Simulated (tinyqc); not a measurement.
Inside a calculation (part 2 of 2). Method: RHF in the sto-3g basis, for CH3-, spin multiplicity 1. The basis has no diffuse functions, so it cannot describe the extra electron: this is an exercise in the method, not the real anion. Computed by tinyqc, a small Python program that keeps every step (integrals from PySCF). Command: `OMP_NUM_THREADS=1 python tinyqc.py 26790 26791 out.jsonl` (the two numbers bound the seeds that draw the settings). One thread of a shared host (Intel(R) Xeon(R) Processor @ 2.60GHz), about 0.1 s of CPU time with the checks.

Geometry (angstrom):
```
atom         x         y        z
C      0.00000   0.00000  0.01500
H      1.33700   0.00000  0.00000
H     -0.66800   1.15800  0.00000
H     -0.66800  -1.15800  0.00000
```

## Iteration 1: diagonalisation and new density

Fock matrix F (hartree), order 1C 1s, 1C 2s, 1C 2px, 1C 2py, 1C 2pz, 2H 1s, 3H 1s, 4H 1s:
```
[[-10.04767, -2.77181, 0.00000, 0.00000, 0.00018, -0.41048, -0.41061, -0.41061],
 [-2.77181, -1.04136, -0.00001, 0.00000, 0.00195, -0.40115, -0.40123, -0.40123],
 [0.00000, -0.00001, 0.50505, 0.00000, 0.00000, -0.13191, 0.06591, 0.06591],
 [0.00000, 0.00000, 0.00000, 0.50493, 0.00000, 0.00000, -0.11428, 0.11428],
 [0.00018, 0.00195, 0.00000, 0.00000, 0.61417, 0.00177, 0.00177, 0.00177],
 [-0.41048, -0.40115, -0.13191, 0.00000, 0.00177, 0.06245, -0.11521, -0.11521],
 [-0.41061, -0.40123, 0.06591, -0.11428, 0.00177, -0.11521, 0.06239, -0.11516],
 [-0.41061, -0.40123, 0.06591, 0.11428, 0.00177, -0.11521, -0.11516, 0.06239]]
```

X, order 1C 1s, 1C 2s, 1C 2px, 1C 2py, 1C 2pz, 2H 1s, 3H 1s, 4H 1s:
```
[[1.02713, -0.15095, 0.00000, 0.00000, 0.00025, 0.02108, 0.02108, 0.02108],
 [-0.15095, 1.21077, 0.00002, 0.00000, -0.00212, -0.21652, -0.21657, -0.21657],
 [0.00000, 0.00002, 1.10068, 0.00000, 0.00000, -0.23167, 0.11578, 0.11578],
 [0.00000, 0.00000, 0.00000, 1.10080, 0.00000, 0.00000, -0.20072, 0.20072],
 [0.00025, -0.00212, 0.00000, 0.00000, 1.00002, 0.00248, 0.00248, 0.00248],
 [0.02108, -0.21652, -0.23167, 0.00000, 0.00248, 1.12832, -0.01532, -0.01532],
 [0.02108, -0.21657, 0.11578, -0.20072, 0.00248, -0.01532, 1.12838, -0.01533],
 [0.02108, -0.21657, 0.11578, 0.20072, 0.00248, -0.01532, -0.01533, 1.12838]]
```

Diagonalise F' = X^T F X, C = X C', fill 5 alpha and 5 beta electrons from the bottom; D = 2 C_occ C_occ^T. Each column has its largest component positive (the first on a tie).

F' = X^T F X (hartree):
```
[[-9.81032, -1.55194, -0.00001, 0.00000, 0.00076, -0.02161, -0.02165, -0.02165],
 [-1.55194, -0.21536, 0.00002, 0.00000, -0.00214, -0.33238, -0.33246, -0.33246],
 [-0.00001, 0.00002, 0.72704, 0.00000, 0.00000, -0.35251, 0.17618, 0.17618],
 [0.00000, 0.00000, 0.00000, 0.72716, 0.00000, 0.00000, -0.30542, 0.30542],
 [0.00076, -0.00214, 0.00000, 0.00000, 0.61423, 0.00373, 0.00373, 0.00373],
 [-0.02161, -0.33238, -0.35251, 0.00000, 0.00373, 0.32816, -0.04966, -0.04966],
 [-0.02165, -0.33246, 0.17618, -0.30542, 0.00373, -0.04966, 0.32820, -0.04968],
 [-0.02165, -0.33246, 0.17618, 0.30542, 0.00373, -0.04966, -0.04968, 0.32820]]
```

orbital energies (hartree): [-10.05666, -0.44186, 0.08662, 0.08679, 0.61377, 0.70217, 1.01808, 1.01842]

coefficients C, order 1C 1s, 1C 2s, 1C 2px, 1C 2py, 1C 2pz, 2H 1s, 3H 1s, 4H 1s:
```
[[0.99123, -0.22197, 0.00000, 0.00003, -0.01597, -0.21691, -0.00003, 0.00000],
 [0.03573, 0.69393, 0.00000, -0.00009, 0.07705, 1.06803, 0.00012, 0.00000],
 [0.00000, 0.00001, 0.00000, 0.38009, 0.00000, -0.00006, 1.07122, 0.00000],
 [0.00000, 0.00000, 0.38008, 0.00000, 0.00000, 0.00000, 0.00000, 1.07139],
 [-0.00008, -0.00119, 0.00000, 0.00000, 0.99706, -0.07709, 0.00000, 0.00000],
 [-0.00523, 0.24038, 0.00000, 0.64482, -0.04227, -0.62378, -0.71420, 0.00000],
 [-0.00523, 0.24041, 0.55830, -0.32232, -0.04229, -0.62413, 0.35691, -0.61857],
 [-0.00523, 0.24041, -0.55830, -0.32232, -0.04229, -0.62413, 0.35691, 0.61857]]
```

D after iteration 1, order 1C 1s, 1C 2s, 1C 2px, 1C 2py, 1C 2pz, 2H 1s, 3H 1s, 4H 1s:
```
[[2.06412, -0.23969, 0.00002, 0.00000, -0.03149, -0.11570, -0.11576, -0.11576],
 [-0.23969, 0.97749, -0.00005, 0.00000, 0.15199, 0.32661, 0.32682, 0.32682],
 [0.00002, -0.00005, 0.28893, 0.00000, 0.00000, 0.49018, -0.24501, -0.24501],
 [0.00000, 0.00000, 0.00000, 0.28892, 0.00000, 0.00000, 0.42440, -0.42440],
 [-0.03149, 0.15199, 0.00000, 0.00000, 1.98826, -0.08487, -0.08491, -0.08491],
 [-0.11570, 0.32661, 0.49018, 0.00000, -0.08487, 0.95079, -0.29647, -0.29647],
 [-0.11576, 0.32682, -0.24501, 0.42440, -0.08491, -0.29647, 0.95041, -0.29640],
 [-0.11576, 0.32682, -0.24501, -0.42440, -0.08491, -0.29647, -0.29640, 0.95041]]
```

## Iteration 2: building the Fock matrix

core Hamiltonian H = T + V (hartree), order 1C 1s, 1C 2s, 1C 2px, 1C 2py, 1C 2pz, 2H 1s, 3H 1s, 4H 1s:
```
[[-18.94901, -4.57302, 0.00000, 0.00000, 0.00038, -0.65515, -0.65536, -0.65536],
 [-4.57302, -5.89454, -0.00006, 0.00000, 0.00421, -1.77348, -1.77385, -1.77385],
 [0.00000, -0.00006, -4.88756, 0.00000, 0.00000, -1.60103, 0.80011, 0.80011],
 [0.00000, 0.00000, 0.00000, -4.88769, 0.00000, 0.00000, -1.38706, 1.38706],
 [0.00038, 0.00421, 0.00000, 0.00000, -4.76439, 0.01867, 0.01868, 0.01868],
 [-0.65515, -1.77348, -1.60103, 0.00000, 0.01867, -3.27923, -0.32727, -0.32727],
 [-0.65536, -1.77385, 0.80011, -1.38706, 0.01868, -0.32727, -3.27941, -0.32698],
 [-0.65536, -1.77385, 0.80011, 1.38706, 0.01868, -0.32727, -0.32698, -3.27941]]
```

nuclear repulsion = 7.8099432 hartree

Given earlier and not repeated: Two-electron integrals (ij|kl) in chemists' order.

J_ij = sum D_kl (ij|kl), K_ij = sum D_kl (ik|jl); F = H + J - 0.5 K; E = tr D H + tr D J / 2 - 0.25 tr D K + E_nn.

Coulomb J (hartree), order 1C 1s, 1C 2s, 1C 2px, 1C 2py, 1C 2pz, 2H 1s, 3H 1s, 4H 1s:
```
[[12.07930, 2.36712, 0.00001, 0.00000, 0.00492, 0.33602, 0.33613, 0.33613],
 [2.36712, 5.77284, 0.00009, 0.00000, 0.02050, 1.75043, 1.75076, 1.75076],
 [0.00001, 0.00009, 5.76947, 0.00000, 0.00000, 1.71542, -0.85726, -0.85726],
 [0.00000, 0.00000, 0.00000, 5.76956, 0.00000, 0.00000, 1.48613, -1.48613],
 [0.00492, 0.02050, 0.00000, 0.00000, 5.76195, -0.01539, -0.01539, -0.01539],
 [0.33602, 1.75043, 1.71542, 0.00000, -0.01539, 3.90458, 0.31260, 0.31260],
 [0.33613, 1.75076, -0.85726, 1.48613, -0.01539, 0.31260, 3.90457, 0.31230],
 [0.33613, 1.75076, -0.85726, -1.48613, -0.01539, 0.31260, 0.31230, 3.90457]]
```

exchange K (hartree), order 1C 1s, 1C 2s, 1C 2px, 1C 2py, 1C 2pz, 2H 1s, 3H 1s, 4H 1s:
```
[[7.17526, 1.25757, 0.00000, 0.00000, -0.00023, 0.18330, 0.18336, 0.18336],
 [1.25757, 1.65911, 0.00000, 0.00000, 0.05063, 0.68781, 0.68795, 0.68795],
 [0.00000, 0.00000, 0.98754, 0.00000, 0.00000, 0.65813, -0.32891, -0.32891],
 [0.00000, 0.00000, 0.00000, 0.98781, 0.00000, 0.00000, 0.57009, -0.57009],
 [-0.00023, 0.05063, 0.00000, 0.00000, 1.60964, -0.01549, -0.01550, -0.01550],
 [0.18330, 0.68781, 0.65813, 0.00000, -0.01549, 1.22160, 0.09553, 0.09553],
 [0.18336, 0.68795, -0.32891, 0.57009, -0.01550, 0.09553, 1.22148, 0.09541],
 [0.18336, 0.68795, -0.32891, -0.57009, -0.01550, 0.09553, 0.09541, 1.22148]]
```

Fock matrix F (hartree), order 1C 1s, 1C 2s, 1C 2px, 1C 2py, 1C 2pz, 2H 1s, 3H 1s, 4H 1s:
```
[[-10.45734, -2.83469, 0.00000, 0.00000, 0.00541, -0.41078, -0.41091, -0.41091],
 [-2.83469, -0.95125, 0.00003, 0.00000, -0.00061, -0.36696, -0.36706, -0.36706],
 [0.00000, 0.00003, 0.38814, 0.00000, 0.00000, -0.21467, 0.10731, 0.10731],
 [0.00000, 0.00000, 0.00000, 0.38797, 0.00000, 0.00000, -0.18597, 0.18597],
 [0.00541, -0.00061, 0.00000, 0.00000, 0.19274, 0.01103, 0.01104, 0.01104],
 [-0.41078, -0.36696, -0.21467, 0.00000, 0.01103, 0.01454, -0.06243, -0.06243],
 [-0.41091, -0.36706, 0.10731, -0.18597, 0.01104, -0.06243, 0.01442, -0.06239],
 [-0.41091, -0.36706, 0.10731, 0.18597, 0.01104, -0.06243, -0.06239, 0.01442]]
```

total energy of this density = -38.6683474 hartree

## Iteration 2: diagonalisation and new density

As before.

F' = X^T F X (hartree):
```
[[-10.22158, -1.57915, -0.00001, 0.00000, 0.00704, -0.01847, -0.01850, -0.01850],
 [-1.57915, -0.11529, 0.00006, 0.00000, -0.01116, -0.32182, -0.32190, -0.32190],
 [-0.00001, 0.00006, 0.64060, 0.00000, 0.00000, -0.40687, 0.20336, 0.20336],
 [0.00000, 0.00000, 0.00000, 0.64068, 0.00000, 0.00000, -0.35247, 0.35247],
 [0.00704, -0.01116, 0.00000, 0.00000, 0.19293, 0.01359, 0.01360, 0.01360],
 [-0.01847, -0.32182, -0.40687, 0.00000, 0.01359, 0.28951, -0.01298, -0.01298],
 [-0.01850, -0.32190, 0.20336, -0.35247, 0.01360, -0.01298, 0.28948, -0.01302],
 [-0.01850, -0.32190, 0.20336, 0.35247, 0.01360, -0.01298, -0.01302, 0.28948]]
```

orbital energies (hartree): [-10.46384, -0.35551, -0.05478, -0.05462, 0.19182, 0.74708, 0.99768, 0.99795]

coefficients C, order 1C 1s, 1C 2s, 1C 2px, 1C 2py, 1C 2pz, 2H 1s, 3H 1s, 4H 1s:
```
[[0.99276, -0.21158, 0.00000, -0.00001, -0.01193, -0.22050, -0.00006, 0.00000],
 [0.03006, 0.66680, 0.00000, 0.00004, 0.05600, 1.08664, 0.00029, 0.00000],
 [0.00000, -0.00005, 0.00000, 0.41058, -0.00001, -0.00023, 1.05990, 0.00000],
 [0.00000, 0.00000, 0.41056, 0.00000, 0.00000, 0.00000, 0.00000, 1.06008],
 [-0.00055, -0.01055, 0.00000, 0.00000, 0.99869, -0.05082, -0.00001, 0.00000],
 [-0.00509, 0.25595, 0.00000, 0.62413, -0.02311, -0.61845, -0.73245, 0.00000],
 [-0.00509, 0.25610, 0.54039, -0.31196, -0.02312, -0.61893, 0.36590, -0.63428],
 [-0.00509, 0.25610, -0.54039, -0.31196, -0.02312, -0.61893, 0.36590, 0.63428]]
```

D after iteration 2, order 1C 1s, 1C 2s, 1C 2px, 1C 2py, 1C 2pz, 2H 1s, 3H 1s, 4H 1s:
```
[[2.06098, -0.22380, 0.00001, 0.00000, -0.02046, -0.11788, -0.11793, -0.11793],
 [-0.22380, 0.89732, -0.00003, 0.00000, 0.09776, 0.33849, 0.33862, 0.33862],
 [0.00001, -0.00003, 0.33716, 0.00000, -0.00001, 0.51250, -0.25620, -0.25620],
 [0.00000, 0.00000, 0.00000, 0.33712, 0.00000, 0.00000, 0.44372, -0.44372],
 [-0.02046, 0.09776, -0.00001, 0.00000, 1.99498, -0.05155, -0.05158, -0.05158],
 [-0.11788, 0.33849, 0.51250, 0.00000, -0.05155, 0.91123, -0.25719, -0.25719],
 [-0.11793, 0.33862, -0.25620, 0.44372, -0.05158, -0.25719, 0.91097, -0.25709],
 [-0.11793, 0.33862, -0.25620, -0.44372, -0.05158, -0.25719, -0.25709, 0.91097]]
```

## Iteration 15 (converged): orbitals

converged F (hartree), order 1C 1s, 1C 2s, 1C 2px, 1C 2py, 1C 2pz, 2H 1s, 3H 1s, 4H 1s:
```
[[-10.43340, -2.83099, 0.00000, 0.00000, 0.00138, -0.41078, -0.41091, -0.41091],
 [-2.83099, -0.92449, 0.00002, 0.00000, 0.00046, -0.36504, -0.36513, -0.36513],
 [0.00000, 0.00002, 0.38420, 0.00000, 0.00000, -0.21764, 0.10879, 0.10879],
 [0.00000, 0.00000, 0.00000, 0.38404, 0.00000, 0.00000, -0.18853, 0.18853],
 [0.00138, 0.00046, 0.00000, 0.00000, 0.20605, 0.00402, 0.00402, 0.00402],
 [-0.41078, -0.36504, -0.21764, 0.00000, 0.00402, 0.01645, -0.06649, -0.06649],
 [-0.41091, -0.36513, 0.10879, -0.18853, 0.00402, -0.06649, 0.01635, -0.06645],
 [-0.41091, -0.36513, 0.10879, 0.18853, 0.00402, -0.06649, -0.06645, 0.01635]]
```

As before.

F' = X^T F X (hartree):
```
[[-10.19691, -1.58263, -0.00001, 0.00000, 0.00230, -0.01842, -0.01845, -0.01845],
 [-1.58263, -0.08080, 0.00005, 0.00000, -0.00476, -0.32436, -0.32443, -0.32443],
 [-0.00001, 0.00005, 0.63858, 0.00000, 0.00000, -0.41142, 0.20564, 0.20564],
 [0.00000, 0.00000, 0.00000, 0.63867, 0.00000, 0.00000, -0.35641, 0.35641],
 [0.00230, -0.00476, 0.00000, 0.00000, 0.20612, 0.00560, 0.00560, 0.00560],
 [-0.01842, -0.32436, -0.41142, 0.00000, 0.00560, 0.29386, -0.01849, -0.01849],
 [-0.01845, -0.32443, 0.20564, -0.35641, 0.00560, -0.01849, 0.29385, -0.01853],
 [-0.01845, -0.32443, 0.20564, 0.35641, 0.00560, -0.01849, -0.01853, 0.29385]]
```

orbital energies (hartree): [-10.44000, -0.34317, -0.05427, -0.05412, 0.20594, 0.76250, 1.00503, 1.00531]

coefficients C, order 1C 1s, 1C 2s, 1C 2px, 1C 2py, 1C 2pz, 2H 1s, 3H 1s, 4H 1s:
```
[[0.99271, -0.20753, 0.00000, 0.00000, -0.00493, -0.22482, -0.00005, 0.00000],
 [0.03025, 0.64592, 0.00000, 0.00001, 0.02206, 1.10038, 0.00025, 0.00000],
 [0.00000, -0.00003, 0.00000, 0.41800, 0.00000, -0.00019, 1.05700, 0.00000],
 [0.00000, 0.00000, 0.41798, 0.00000, 0.00000, 0.00000, 0.00000, 1.05718],
 [-0.00019, -0.00379, 0.00000, 0.00000, 0.99975, -0.02358, 0.00000, 0.00000],
 [-0.00507, 0.26778, 0.00000, 0.61898, -0.00780, -0.61386, -0.73678, 0.00000],
 [-0.00507, 0.26790, 0.53593, -0.30940, -0.00781, -0.61428, 0.36810, -0.63805],
 [-0.00507, 0.26790, -0.53593, -0.30940, -0.00781, -0.61428, 0.36810, 0.63805]]
```

D after iteration 15, order 1C 1s, 1C 2s, 1C 2px, 1C 2py, 1C 2pz, 2H 1s, 3H 1s, 4H 1s:
```
[[2.05713, -0.20824, 0.00001, 0.00000, -0.00865, -0.12114, -0.12119, -0.12119],
 [-0.20824, 0.83723, -0.00003, 0.00000, 0.03920, 0.34530, 0.34542, 0.34542],
 [0.00001, -0.00003, 0.34945, 0.00000, 0.00000, 0.51745, -0.25868, -0.25868],
 [0.00000, 0.00000, 0.00000, 0.34941, 0.00000, 0.00000, 0.44801, -0.44801],
 [-0.00865, 0.03920, 0.00000, 0.00000, 1.99903, -0.01763, -0.01764, -0.01764],
 [-0.12114, 0.34530, 0.51745, 0.00000, -0.01763, 0.90985, -0.23938, -0.23938],
 [-0.12119, 0.34542, -0.25868, 0.44801, -0.01764, -0.23938, 0.90962, -0.23927],
 [-0.12119, 0.34542, -0.25868, -0.44801, -0.01764, -0.23938, -0.23927, 0.90962]]
```

## Convergence

Stop when the energy changes by less than 1e-10 hartree and every element of the error matrix X^T (F D S - S D F) X is below 3e-06.

Course of the cycle:
```
iteration  E (hartree)     change  largest element of the error matrix
1          -40.9624658          -                             6.32e-01
2          -38.6683474   2.29e+00                             4.92e-02
3          -38.6756185  -7.27e-03                             1.72e-02
4          -38.6765453  -9.27e-04                             5.30e-03
5          -38.6766925  -1.47e-04                             2.64e-03
6          -38.6767203  -2.78e-05                             1.32e-03
7          -38.6767262  -5.95e-06                             6.56e-04
8          -38.6767276  -1.37e-06                             3.26e-04
9          -38.6767279  -3.29e-07                             1.62e-04
10         -38.6767280  -8.03e-08                             8.08e-05
11         -38.6767280  -1.98e-08                             4.02e-05
12         -38.6767280  -4.88e-09                             2.00e-05
13         -38.6767280  -1.21e-09                             9.96e-06
14         -38.6767280  -2.98e-10                             4.96e-06
15         -38.6767280  -7.39e-11                             2.47e-06
```

PySCF RHF in the same basis = -38.6767280 hartree

Converged in 15 iterations.

## Populations, bond orders and dipole

overlap S, order 1C 1s, 1C 2s, 1C 2px, 1C 2py, 1C 2pz, 2H 1s, 3H 1s, 4H 1s:
```
[[1.00000, 0.24836, 0.00000, 0.00000, 0.00000, 0.03523, 0.03524, 0.03524],
 [0.24836, 1.00000, 0.00000, 0.00000, 0.00000, 0.35916, 0.35923, 0.35923],
 [0.00000, 0.00000, 1.00000, 0.00000, 0.00000, 0.37449, -0.18715, -0.18715],
 [0.00000, 0.00000, 0.00000, 1.00000, 0.00000, 0.00000, 0.32443, -0.32443],
 [0.00000, 0.00000, 0.00000, 0.00000, 1.00000, -0.00420, -0.00420, -0.00420],
 [0.03523, 0.35916, 0.37449, 0.00000, -0.00420, 1.00000, 0.06944, 0.06944],
 [0.03524, 0.35923, -0.18715, 0.32443, -0.00420, 0.06944, 1.00000, 0.06937],
 [0.03524, 0.35923, -0.18715, -0.32443, -0.00420, 0.06944, 0.06937, 1.00000]]
```

Mulliken: Z minus the diagonal of D S on the atom; Loewdin: the same with S^(1/2) D S^(1/2); Mayer order: 2 sum_s sum (D(s) S)_ij (D(s) S)_ji over the two atoms.

Charges (e):
```
atom  Mulliken   Loewdin
1C    -0.42971  -0.47145
2H    -0.19020  -0.17629
3H    -0.19005  -0.17613
4H    -0.19005  -0.17613
```

Mayer bond orders:
```
pair    order
2-1   0.90615
3-1   0.90620
3-2   0.02884
4-1   0.90620
4-2   0.02884
4-3   0.02885
```

dipole moment about the origin, x y z (debye): [-0.00178, 0.00000, -0.12412]
